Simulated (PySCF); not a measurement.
**Frontier orbitals and the lowest excitations**

Species: tetrahydro-1,3,5-triazinium, C3H8N3 (charge +1).
Structure used (PBE0-D3(BJ)/def2-SVP), in Å, numbered top down from 1:
```xyz
14
C3H8N3 angstrom
C      0.2284    2.1868    0.2637
N     -0.9636    1.6411    0.3080
C     -1.1376    0.2003    0.1106
N      0.0912   -0.4185    0.5000
C      1.2321    0.0457   -0.2262
N      1.3067    1.4933   -0.0134
H      0.3246    3.2609    0.4499
H     -1.7667    2.2280    0.5106
H     -1.9535   -0.1434    0.7611
H     -1.4379    0.0343   -0.9453
H      0.0397   -1.4258    0.6013
H      2.1460   -0.4118    0.1765
H      1.2031   -0.1366   -1.3209
H      2.2044    1.9665   -0.0381
```

Level of theory: PySCF 2.14.0, density-fitted response routines, TDDFT wB97X-D/def2-SVPD, vertical, gas phase, core orbitals frozen in the response.

Frontier orbitals with the atoms that hold most of them (Löwdin shares over 4%, at most four atoms; ? is withheld):

```
orbital  ε (eV)                            atoms
 HOMO-3  -17.84  C5 22%, C3 21%, N4 16%, H12 11%
 HOMO-2  -17.68   C1 17%, N6 15%, N2 14%, N4 14%
 HOMO-1  -14.73                                ?
   HOMO  -13.63                                ?
   LUMO   -3.60    C1 40%, N6 21%, N2 21%, H7 6%
 LUMO+1   -2.18  C1 23%, H8 12%, H14 12%, H7 12%
 LUMO+2   -1.14    H14 20%, H8 20%, N6 8%, N2 8%
```

Task: Give the leading atoms of the HOMO-1.

Result: N2 (bonded to 2 C and H) 33%; N6 (bonded to 2 C and H) 33%; C1 (bonded to 2 N and H) 7%; C5 (bonded to 2 N and 2 H) 6%. By element: nitrogen 65% or more, carbon 13% or more.

Task: Give the leading atoms of the HOMO.

Result: N4 (bonded to 2 C and H) 61%; C3 (bonded to 2 N and 2 H) 10%; C5 (bonded to 2 N and 2 H) 9%; H10 (bonded to C) 5%. By element: nitrogen 61% or more, carbon 19% or more, hydrogen 5% or more.

Task: The HOMO–LUMO gap is 10.03 eV. Where does the response calculation put the lowest singlet, and from which orbitals?

Result: S1 is at 5.39 eV (f = 0.011), 4.64 eV below the gap, made of HOMO→LUMO (99%). Without the coupling terms of the response equations the lowest excitation would equal the gap.

Task: Give energy, strength and leading configuration of S1, S2, S3 and S4, and follow the Löwdin shares of the leading atoms from the occupied to the empty orbital.

Result: 
- S1 (5.39 eV, f 0.011), HOMO→LUMO (99%): N4 61% → at most 7%, C3 10% → at most 7%, C1 at most 5% → 40%, N6 at most 5% → 21%
- S2 (6.81 eV, f 0.195), HOMO-1→LUMO (96%): N2 33% → 21%, N6 33% → 21%, C1 7% → 40%
- S3 (7.26 eV, f 0.0065), HOMO→LUMO+1 (74%): N4 61% → at most 12%, C3 10% → at most 12%, C1 at most 5% → 23%, H8 at most 5% → 12%
- S4 (8.01 eV, f 0.0008), HOMO-1→LUMO+1 (94%): N2 33% → at most 12%, N6 33% → at most 12%, C1 7% → 23%, H8 at most 7% → 12%

On one thread of an Arm Neoverse V1, on a shared host, this took 1.7 min wall (grids of density and orbitals included) and 1.1 GiB of memory at its peak.

One conformer stands for the species.
